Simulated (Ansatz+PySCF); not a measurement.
A calculation with PySCF 2.14.0.

```python
from pyscf import gto, scf, mp

mol = gto.M(atom="""
S 0.000000 0.000000 -0.171630
H 0.000000 1.603020 1.373040
H 0.000000 -1.603020 1.373040
""", basis='6-31g', charge=0, spin=0)
mf = scf.UHF(mol)
mf.kernel()
pt = mp.MP2(mf, frozen=5).run()
print(mf.e_tot, pt.e_corr, pt.e_tot)
```

The script is written out from the run's settings.

Results

```json
{
  "Converged": "yes",
  "Reference energy": "-398.40159 hartree",
  "Correlation energy": "-0.10303 hartree",
  "Total energy": "-398.50462 hartree"
}
```

This is not the lowest solution: another run reaches a determinant 2.23 eV lower. Caution: bonds are stretched, where a single reference can fail.
